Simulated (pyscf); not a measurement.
This saddle point was located with ωB97X-D3(BJ)/def2-SVP in PySCF.

```xyz
9

Ge     1.2083    -1.4764    -0.2155
H      0.7261     0.4777     0.2623
H      1.8744    -1.9121     1.1395
H     -0.4181    -1.3085     0.3732
H      1.3278    -2.8358    -0.9906
C     -0.1152     0.8685     1.0238
C     -0.5138     1.8426     1.6551
H     -0.5318    -0.3929     0.8842
H     -0.8852     2.6834     2.2192
```

Surface: singlet, charge 0. Lowest wavenumbers (cm⁻¹): 1531i, 83, 171, 263, 326.

### Question
What reaction is this the transition state of?

### Answer
`[GeH4]` + `[CH]#[CH]` ⇌ `[GeH2]` [singlet] + `[CH]#[CH]` + `[H][H]`, a multi-bond step read from left to right: Ge–H, Ge–H, C–H broken and C–H, H–H formed. At ωB97M-D3(BJ)/def2-TZVP it lies +329.4 kJ/mol from the left side and +148.9 kJ/mol from the right (each side as separated species at their lowest minima found). On the product side the descent ends in a bound adduct (not fully relaxed), 36.0 kJ/mol under the separated species and 177.4 kJ/mol under the saddle at ωB97X-D3(BJ)/def2-TZVP. At ωB97X-D3(BJ)/def2-TZVP the barrier from the zero used here is 338.8 kJ/mol. The same reactants have a lower exit, to H₂C=CH–GeH₃ (barrier +223.8 kJ/mol at ωB97M-D3(BJ)/def2-TZVP, against +329.4 kJ/mol here). This is the saddle that the search found; another between the same sides may lie lower. Elements up to Kr have no core potential and no relativistic terms here.
